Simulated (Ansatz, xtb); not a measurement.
Relative energy of two isomers of C3H6FNO

Structure a: `C[C@H](F)C(N)=O`, a singlet. Structure b: `NC(=O)CCF`, a singlet. Both are isolated molecules in the gas phase, relaxed with r2SCAN-D4/def2-SVP; each stands in its lowest conformer found.

Problem. Estimate E(b) − E(a) at the level CCSD(T)/def2-SVP + ΔMP2/def2-TZVPP.

Solution. Calculated at CCSD(T)/def2-SVP + ΔMP2/def2-TZVPP: E(b) − E(a) = +3.0 kcal/mol, so structure a lies lower.

The same difference at several levels:

| level | geometry | E(b) − E(a) (kcal/mol) | departure from the last row (kcal/mol) | job, with rough time for the two |
| --- | --- | --- | --- | --- |
| GFN2-xTB | GFN2-xTB | +0.6 | −2.3 | optimisation, 0.4 s |
| HF/STO-3G | GFN2-xTB | +1.1 | −1.8 | single point, 0.6 s |
| r2SCAN-D4/def2-SVP//GFN2-xTB | GFN2-xTB | +4.4 | +1.4 | single point, 4.8 s |
| r2SCAN-D4/def2-SVP | r2SCAN-D4/def2-SVP | +3.7 | +0.7 | optimisation, 84 s |
| HF/def2-SVP | r2SCAN-D4/def2-SVP | +3.1 | +0.2 | part of the CCSD(T) run |
| MP2/def2-SVP | r2SCAN-D4/def2-SVP | +3.2 | +0.2 | part of the CCSD(T) run |
| CCSD(T)/def2-SVP | r2SCAN-D4/def2-SVP | +3.1 | +0.1 | single point |
| CCSD(T)/def2-SVP + ΔMP2/def2-TZVPP | r2SCAN-D4/def2-SVP | +3.0 |  | single point, 54 s |

As drawn, both hold the same kinds of bond in the same numbers. Structure a has 1 methyl group, b 0.

The levels shown agree on the order. The largest departure from CCSD(T)/def2-SVP + ΔMP2/def2-TZVPP is that of GFN2-xTB, 2.3 kcal/mol. The last row adds to CCSD(T) the change of the MP2 difference between the two basis sets, here −0.1 kcal/mol.

With thermal terms from frequencies at re-optimised GFN2-xTB minima (ideal gas, soft modes damped towards free rotors, one conformer each, 298.15 K, 1 atm): the zero-point term adds +0.4 kcal/mol; ΔH is +3.2 and ΔG +3.3 kcal/mol.

The correlated steps freeze 6 core orbitals. Mirror images aren't counted in ΔG. Codes used: Ansatz 0.2.0, xtb 6.7.1; the last row on 2 threads of Intel(R) Xeon(R) Platinum 8259CL CPU @ 2.50GHz (Skylake/Cascade Lake) on a shared host.
